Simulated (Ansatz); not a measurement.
C$_{3}$H$_{6}$O (`C1COC1`). Total charge 0; spin multiplicity 1.

Z-matrix (Å, degrees):
```
C
C 1 1.531
C 1 1.531 2 84.4
H 1 1.089 2 115.0 3 -115.0
H 1 1.089 2 115.8 3 116.0
O 2 1.434 1 91.9 3 2.2
H 2 1.094 1 116.1 3 117.7
H 2 1.095 1 115.4 3 -113.0
H 3 1.094 1 116.1 2 -117.7
H 3 1.095 1 115.4 2 113.0
```

Problem. List the harmonic frequencies (cm⁻¹, unscaled) at PBE0-D4/def2-TZVP in Ansatz. (Estimate.)

Solution. Ansatz gave: 51, 764, 819, 838, 959, 965, 1076, 1076, 1153, 1170, 1200, 1235, 1265, 1318, 1383, 1487, 1511, 1540, 3031, 3040, 3076, 3078, 3102, 3158.

Problem. Is this a minimum?

Solution. Yes, all 24 modes are real.

Problem. Give the ideal-gas thermochemistry at 298.15 K and 1 bar (rigid rotor, harmonic oscillator; point group C2v, symmetry number 2).

Solution. Zero-point energy 229.1 kJ/mol; H(298) − E = 242.4 kJ/mol; entropy 276.5 J/(mol·K), of which translation 159.5, rotation 91.7, vibration 25.3; G(298) − E = 160.0 kJ/mol. Modes under 100 cm⁻¹ are hindered rotations or soft bends, so the harmonic entropy is rough.

Problem. And at 400, 500, 600, 800 and 1000 K?

Solution. 
```csv
T (K),H − E (kJ/mol),S (J/mol/K),G − E (kJ/mol)
400,249.8,297.7,130.8
500,259.2,318.5,99.9
600,270.5,339.0,67.1
800,297.3,377.5,-4.6
1000,328.7,412.4,-83.7
```
